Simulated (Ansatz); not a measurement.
A made-up structure of MgSiH$_{3}$, doublet:

```csv
atom,x (Å),y (Å),z (Å)
Mg1,-2.3201,0.7140,0.4121
Si2,0.1731,-0.0535,-0.0309
H3,-3.6080,0.8929,1.5381
H4,0.3909,-1.5035,0.2650
H5,1.1621,0.6945,0.8058
```

It is relaxed with PBE-D4/def2-SVP and then PBE0-D4/def2-TZVP (Ansatz 0.2.0). Atoms count as bonded within 1.22 times the sum of their covalent radii (H–H: 0.88 Å). The end point is not checked to be a true minimum.

**Question.** Does its bonding change? (A judgement: the text doesn't fix the answer.)

**Answer.** Computed: No: no bond forms or breaks.

Where it ends: The first stage lowers the energy by 0.25 eV in 7 steps. It ends as MgSiH₃ ([MgH][SiH2]):
```xyz
5
angstrom
Mg -2.2616 0.5798 0.8790
Si 0.0820 -0.0954 0.2717
H -3.8571 1.0579 1.2177
H 0.5297 -1.5005 0.0399
H 1.3049 0.7026 0.5817
```

Labels in which every atom is bracketed show which atoms are joined, not bond orders.

For scale, one of the runs: PBE0-D4/def2-TZVP relaxation, 87 basis functions, launched by `ansatz run in.yaml --threads 2 --pin off --events-out ev --progress --plain --max-ram 4352MiB`. Hardware: 2 CPU threads of an Intel Xeon 6975P-C, shared host. Wall time about 9 s.
